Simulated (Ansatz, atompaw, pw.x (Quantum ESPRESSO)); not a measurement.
## Equation-of-state test of one PAW (atompaw) potential (tantalum (Ta))

atompaw 4.2.0.5 input, output lines left out:

```
Ta 73
LDA-PW scalarrelativistic loggrid 2001 logderivrange -7 5 301
6 6 5 4 0 0
6 0 1.5
6 1 0.5
5 2 3
0 0 0
c
c
c
c
v
v
c
c
c
v
v
c
c
v
c
2
2.65 2.45 1.95 2.55
n
n
y
0.05
n
custom polynom gramschmidtortho besselshape
bessel
1.55
2.25
1.90
2.65
2.10
2.10
```

Crystal test: bcc Ta in pw.x 7.5, no spin, 14³ k-points, Fermi–Dirac smearing 0.01 Ry, cutoffs 50/500 Ry. The reference is all-electron LAPW (Ansatz 0.2.0) with the same functional, mesh and smearing; V0 and B0 come from Birch–Murnaghan fits to the pressures at five volumes. Errors are pseudo minus all-electron; Δ is the rms difference of the E(V) curves that follow from these fits, minima aligned, over ±6 % about the mean V0. Mesh and smearing are coarse, so the numbers serve the comparison and aren't converged zero-temperature values; the lattice is a test structure that the element need not adopt.

All-electron: a0 = 3.255 Å (V0 = 17.24 Å³/atom), B0 = 217.7 GPa.

Question: How far does the potential miss the all-electron equation of state?

Answer: mean pressure error (GPa): -0.79; a0 (Å): 3.251; a0 error (%): -0.12; B0 error (%): +0.5; Δ (meV/atom): 2.9.

```
V (Å³/atom)  P all-electron (GPa)  P pseudo (GPa)
     16.272                 13.97           13.07
     16.700                  7.30            6.46
     17.128                  1.38            0.59
     17.556                 -3.88           -4.62
     17.984                 -8.54           -9.24
```

Question: At the middle volume, how do free energy and pressure move when the wave cutoff is lowered (ecutrho held at 500 Ry)?

Answer:

```json
{"cutoff (Ry)": "22", "shift of F (meV/atom)": "+161.0", "shift of P (GPa)": "-0.32"}
{"cutoff (Ry)": "30", "shift of F (meV/atom)": "+80.6", "shift of P (GPa)": "-2.88"}
{"cutoff (Ry)": "40", "shift of F (meV/atom)": "+2.5", "shift of P (GPa)": "-0.16"}
```

Input at the middle volume:

```
&control
  calculation='scf', prefix='x', pseudo_dir='./', outdir='./tmp', tstress=.true., disk_io='low'
/
&system
  ibrav=0, nat=1, ntyp=1, ecutwfc=50, ecutrho=500, nbnd=14,
  occupations='smearing', smearing='fd', degauss=0.01
/
&electrons
  conv_thr=1e-09, mixing_beta=0.4, electron_maxstep=70
/
ATOMIC_SPECIES
Ta 1.0 Ta.UPF
CELL_PARAMETERS angstrom
  -1.62386113 1.62386113 1.62386113
  1.62386113 -1.62386113 1.62386113
  1.62386113 1.62386113 -1.62386113
ATOMIC_POSITIONS crystal
Ta 0.0000 0.0000 0.0000
K_POINTS automatic
14 14 14 0 0 0
```

```bash
pw.x < Ta.scf.in > Ta.scf.out
```

Lines of the output:

```
Message from routine setup:
     using ibrav=0 with symmetry is DISCOURAGED, use correct ibrav instead
     lattice parameter (alat)  =       5.3151  a.u.
     unit-cell volume          =     115.5855 (a.u.)^3
     number of electrons       =        13.00
     number of Kohn-Sham states=           14
     kinetic-energy cutoff     =      50.0000  Ry
     charge density cutoff     =     500.0000  Ry
     scf convergence threshold =      1.0E-09
     Exchange-correlation= SLA PW NOGX NOGC
     number of k points=   104  Fermi-Dirac smearing, width (Ry)=  0.0100
     iteration #  1     ecut=    50.00 Ry     beta= 0.40
     total energy              =    -708.77519245 Ry
     estimated scf accuracy    <       0.03156537 Ry
     iteration #  2     ecut=    50.00 Ry     beta= 0.40
     total energy              =    -708.77256203 Ry
     estimated scf accuracy    <       0.00548461 Ry
     iteration #  3     ecut=    50.00 Ry     beta= 0.40
     total energy              =    -708.77285329 Ry
     estimated scf accuracy    <       0.00009793 Ry
     iteration #  4     ecut=    50.00 Ry     beta= 0.40
     total energy              =    -708.77286996 Ry
     estimated scf accuracy    <       0.00000325 Ry
     iteration #  5     ecut=    50.00 Ry     beta= 0.40
     total energy              =    -708.77286985 Ry
     estimated scf accuracy    <       0.00000116 Ry
     iteration #  6     ecut=    50.00 Ry     beta= 0.40
     the Fermi energy is    18.7672 ev
!    total energy              =    -708.77287004 Ry
     estimated scf accuracy    <          4.3E-10 Ry
     smearing contrib. (-TS)   =      -0.00534780 Ry
     The total energy is F=E-TS. E is the sum of the following terms:
     one-electron contribution =      -9.47179012 Ry
     hartree contribution      =      16.10244977 Ry
     xc contribution           =     -14.01682681 Ry
     ewald contribution        =    -100.21180189 Ry
     one-center paw contrib.   =    -601.16955319 Ry
     convergence has been achieved in   6 iterations
          total   stress  (Ry/bohr**3)                   (kbar)     P=        5.91
```

The run at the middle volume (104 k-points, 6 iterations) took about 11 s on one core of a shared host (Intel(R) Xeon(R) Platinum 8375C CPU @ 2.90GHz, 128 threads, 992 GiB, load 48).
